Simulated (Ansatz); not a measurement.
# SiH4 + SiH2Cl radical: a complex and its separated parts

The complex below is one end of an elementary step. How strongly is it bound against its free parts?

Computed with Ansatz 0.2.0, Gaussian basis. Level: PBE0-D4/def2-TZVP structures, single points in def2-TZVPP, no counterpoise correction.

Levels: SPW92, PBE-D4, BLYP-D4, r2SCAN-D4, B97M-V, PBE0-D4, B3LYP-D4, r2SCAN0-D4, BHLYP-D4, CAM-B3LYP-D4, wB97X-V, wB97M-V, B2PLYP, PBE-QIDH, RPA on PBE, Hartree-Fock, MP2, CCSD, CCSD(T).

Cores are frozen in the correlated methods. Orbitals are unrestricted. B3LYP uses VWN-RPA correlation. B2PLYP carries no dispersion term here.

21 further runs of the same task are left out: 21 set aside as unsound or not needed.

## 1. Starting geometry

The complex: 9 atoms, charge 0, spin multiplicity 2.

Atoms are counted from 1 here; the program's logs count them from 0.

Bond lengths: H1–Si4 1.486 Å, Si2–Cl3 2.055 Å, Si2–H5 1.487 Å, Si2–H6 1.487 Å, Si4–H7 1.484 Å, Si4–H8 1.484 Å, Si4–H9 1.486 Å. Angles: Cl3–Si2–H5 108.4°, Cl3–Si2–H6 108.4°, H5–Si2–H6 111.3°, H1–Si4–H7 109.5°, H1–Si4–H8 109.5°, H1–Si4–H9 109.1°, H7–Si4–H8 109.9°, H7–Si4–H9 109.4°, H8–Si4–H9 109.4°.

As a file:

```xyz
9

H     0.87610    0.98093    0.64426
Si    0.79312   -1.67314   -1.49119
Cl   -1.16431   -1.39228   -0.93098
Si   -0.34810    1.52106    1.29020
H     0.88549   -1.51362   -2.96690
H     1.21084   -3.03605   -1.06732
H    -1.29858    1.97937    0.24690
H    -0.97945    0.46419    2.11867
H     0.02469    2.66943    2.15625
```

Its parts: SiH4 holds atoms 1, 4, 7, 8, 9; SiH2Cl radical holds atoms 2, 3, 5, 6. Each part counts its atoms afresh in its own runs.

## 2. Relaxing SiH4 alone

Input file relax-a/in.yaml:

```yaml
crystal:
  periodic: [false, false, false]
  atoms:
    - {symbol: H, position_ang: [0.876096, 0.980932, 0.644261]}
    - {symbol: Si, position_ang: [-0.348100, 1.521063, 1.290204]}
    - {symbol: H, position_ang: [-1.298575, 1.979374, 0.246900]}
    - {symbol: H, position_ang: [-0.979449, 0.464192, 2.118670]}
    - {symbol: H, position_ang: [0.024694, 2.669431, 2.156248]}
basis:
  gaussian: {orbitals: def2-TZVP}
hamiltonian: {xc: pbe0, dispersion: d4}
relax: {f_tol: 0.005, max_steps: 200}
```

The command line of these runs was not kept.

Further steps of the session: Relaxing SiH2Cl radical alone; wB97M-V/def2-TZVPP; CCSD(T)/def2-TZVPP; Vibrations of SiH4; Vibrations of SiH2Cl radical.

What does the calculation give? Wanted: complex less parts, CCSD(T)/def2-TZVPP; with zero-point energy; largest T1 diagnostic.

As calculated:

```
                              quantity        value
complex less parts, CCSD(T)/def2-TZVPP  -3.8 kJ/mol
                with zero-point energy  -2.1 kJ/mol
                 largest T1 diagnostic        0.013
```

**Reading.** At CCSD(T) the complex lies 3.8 kJ/mol below its parts. PBE-QIDH is the best functional here (+1.2 kJ/mol from CCSD(T)); SPW92 is the worst (-6.0 kJ/mol). By rung, the mean size of the error is: LDA 6.0, GGA 3.2, meta-GGA 1.8, hybrid 2.8, range-separated hybrid 1.8, double hybrid 2.3 kJ/mol. PBE-D4 gives a relative energy 3.6 kJ/mol too low, an error of 93 % of the reference. The complex's frequency run has imaginary modes: the structure is no minimum, so both the energy and the zero-point correction are in doubt. No counterpoise was applied, and triple zeta lacks some correlation, so the CCSD(T) reference has a basis error of its own, and close matches with it are partly luck.
